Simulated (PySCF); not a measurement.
Gas-phase reaction: 4 HCl + C4H8 (isobutene) → 4 CH3Cl

Computed with PySCF (xtb for GFN2) and rigid-rotor harmonic-oscillator thermochemistry at 1 bar. The comparison is the NASA 1993 polynomial table, which mixes measured and estimated data. † marks an energy on the PBE0/def2-TZVP geometry and frequencies; other levels use their own. MP2 and CCSD(T) freeze the core. 6-31G* has spherical d functions here. All species are closed-shell singlets. B3LYP is the form with VWN-RPA correlation. MP2 isn't extrapolated to the basis-set limit; its ΔH°(298 K) is 95.5 kJ in def2-SVP and 61.5 kJ in def2-TZVPP. CCSD(T) isn't extrapolated to the basis-set limit. The harmonic model lacks anharmonicity and excited electronic states, which grow with temperature; levels with a mode under 35 cm⁻¹ are left out. Internal rotation in C4H8 (isobutene) is treated as a harmonic vibration of one conformer, which makes the entropy rough.

| level | ΔH°(298 K), kJ | minus table | ΔG°(1200 K), kJ |
|---|---|---|---|
| table | 58.5 | - | 202.9 |
| B3LYP/def2-TZVP† | 38.4 | -20.1 | 180.9 |
| CCSD(T)/def2-SVP† | 98.5 | 40.0 | 241.0 |
| GFN2-xTB | -8.9 | -67.4 | 137.8 |
| HF/6-31G* | -18.5 | -77.0 | 122.8 |
| HF/def2-TZVP† | 41.0 | -17.5 | 183.5 |
| MP2/def2-SVP† | 95.5 | 37.0 | 238.0 |
| PBE0/def2-QZVP† | 35.5 | -23.0 | 177.9 |
| PBE0/def2-SVP† | 49.9 | -8.6 | 192.3 |
| r2SCAN/def2-TZVP† | 36.1 | -22.4 | 178.6 |
| ωB97M-V/def2-TZVP† | 40.2 | -18.3 | 182.7 |
